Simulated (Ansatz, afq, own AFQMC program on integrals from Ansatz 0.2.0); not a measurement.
# GeH4⁺, doublet in 6-31G, levels against full CI

```yaml
atoms:
  - { symbol: Ge, position_ang: [0.0000, 0.0000, 0.0000] }
  - { symbol: H, position_ang: [0.7157, 1.3183, 1.3166] }
  - { symbol: H, position_ang: [-0.7266, -1.3129, 1.3160] }
  - { symbol: H, position_ang: [-0.7130, 1.3143, -1.3219] }
  - { symbol: H, position_ang: [0.7239, -1.3197, -1.3106] }
```

Basis 6-31G. Noble-gas cores (and the filled d shells of Ga–Kr and In–Xe) are frozen. Ansatz 0.2.0 and our own AFQMC program on the same integrals; the CISD trial comes from CCSD amplitudes, and released means the phaseless constraint is let go. ± is one standard error of the sampling. No spin–orbit coupling.

Determinant: UHF, the one that the program's search chose, which needn't be the lowest solution. The geometry is a point of a scan.

Full CI on the same integrals is exact in this basis and with this determinant's frozen core.

Cautions: no relativity below Rb; no spin-orbit coupling; inner d shell frozen; strong correlation (T1 0.115, weight of the determinant 0.68, largest double 0.15); unrestricted determinant spin contaminated (⟨S²⟩ 1.26 against 0.75); CCSD(T) is in doubt: in a space of 7 electrons in 8 natural orbitals full CI lies 130 meV below it; the released energies are still falling, so no released level is given (meV from the phaseless value at times in 1/Eh: -7 ± 5 at 0.24, -14 ± 4 at 0.51, -26 ± 4 at 0.99, -37 ± 3 at 1.62, -15298 ± 15256 at 2.40).

```
T1 diagnostic                               : 0.1148
weight of the determinant in the CISD state : 0.682
⟨S²⟩ of the determinant                     : 1.262
size of the correlated space                : 7 electrons in 23 orbitals
```

Reference: full CI, correlation energy -3.158 eV. The cautions show a poor starting determinant, so the rows tell how each method copes with it here, and full CI is the sure value.

```tsv
level	E − E(reference) (meV)	share of correlation (%)
HF	3157.9	0.00
MP2	1739.2	44.93
CCSD	266.6	91.56
CCSD(T)	133.2	95.78
ph-AFQMC/HF	270.9 ± 18.5	91.42
ph-AFQMC/CISD	115.0 ± 5.7	96.36
```
